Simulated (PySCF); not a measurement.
Gas-phase reaction: 2 CH3SiH + C4H10 (isobutane) ⇌ 2 (CH3)3Si

Energies from PySCF (xtb for GFN2), thermal terms from the rigid-rotor harmonic-oscillator model, ideal gas at 1 bar. † marks an energy on the PBE0/def2-TZVP geometry and frequencies; other levels use their own. Open shells (unrestricted): (CH3)3Si (multiplicity 2); the rest are closed-shell singlets. GFN2 has no spin-polarisation term. CH3SiH, (CH3)3Si: computed as isolated molecules; such fragments, hydroxides, amides, oligomers or adducts are transient or little studied in the gas.

PBE/def2-TZVP† gives ΔH°(298 K) = -253 kJ.

Q: What do GFN2-xTB, ωB97X-V/def2-TZVP†, PBE/def2-SVP give?

A: GFN2-xTB: 46 kJ; ωB97X-V/def2-TZVP†: -240 kJ; PBE/def2-SVP: -231 kJ. For scale, ΔH°(298 K) is -253 kJ at this level, -214 kJ at ωB97M-V/def2-TZVP†, and runs from -300 to 46 kJ over the 18 levels computed.
